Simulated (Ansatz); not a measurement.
# Two structures, one formula

The two ends of one reaction step of C$_{2}$H$_{9}$B, singlet (PBE0-D4/def2-TZVP).

A:

```xyz
12
angstrom
B -0.2336 1.1870 0.0490
C 0.3251 -0.1121 -0.6755
C -0.0985 -1.4356 -0.0496
H -1.3995 1.2133 0.3697
H 0.1734 2.2804 -0.2555
H 0.5903 1.3653 1.2137
H -0.0814 0.9888 1.4634
H 1.4157 -0.0786 -0.7786
H -0.0550 -0.0613 -1.7041
H 0.2651 -2.2987 -0.6137
H 0.2864 -1.5358 0.9715
H -1.1877 -1.5127 0.0096
```

B:

```
12
angstrom
B -0.5575 1.7892 0.4349
C 0.5930 -0.2734 -0.4712
C -0.0186 -1.5760 -0.0024
H -1.5945 1.2542 0.1804
H -0.0418 2.5072 -0.3682
H 0.5640 0.4752 0.3558
H -0.1740 1.8073 1.5699
H 1.6608 -0.3595 -0.6875
H 0.1013 0.1222 -1.3582
H 0.0756 -2.3448 -0.7728
H 0.4723 -1.9472 0.8994
H -1.0803 -1.4543 0.2197
```

Computed with Ansatz 0.2.0 (basis: def2-TZVPP); correlated methods freeze the cores. B3LYP uses VWN-RPA correlation.

(1) Which structure is lower at CCSD(T), and by how much? (To be estimated.)

(2) Do the other methods give the same order? (Judge from chemistry; the calculation decides.)

No T1 diagnostic of these runs exceeds 0.010.

Answers

(1) By the calculation: B, by 6.11 kcal/mol (electronic energy, against the other). By their contacts, A is a complex of C₂H₇B ([BH2][CH2][CH3]) + H₂ and B is a complex of C₂H₆ (CC) + BH₃.

(2) By the calculation: Not all: SPW92 gives the other order.

```
      method  E(B) − E(A) (kcal/mol)
       SPW92                    4.88
      PBE-D4                   -0.99
     BLYP-D4                   -6.00
   r2SCAN-D4                   -2.85
      B97M-V                   -5.07
     PBE0-D4                   -2.11
    B3LYP-D4                   -6.34
  r2SCAN0-D4                   -3.33
    BHLYP-D4                   -8.25
CAM-B3LYP-D4                   -5.77
     wB97X-V                   -5.18
     wB97M-V                   -4.81
      B2PLYP                   -6.48
    PBE-QIDH                   -3.45
  RPA on PBE                   -7.51
          HF                  -15.87
         MP2                   -4.71
        CCSD                   -7.35
     CCSD(T)                   -6.11
```

Labels in which every atom is bracketed show which atoms are joined, not bond orders.

For scale, one of the runs: CCSD(T)/def2-TZVPP, 219 basis functions, launched by `ansatz run in.yaml --threads 2 --pin off --events-out ev --progress --plain --max-ram 4352MiB`. Hardware: 2 CPU threads of an Arm Neoverse V1, shared host. Wall time 81 s; peak host memory 3.4 GiB.
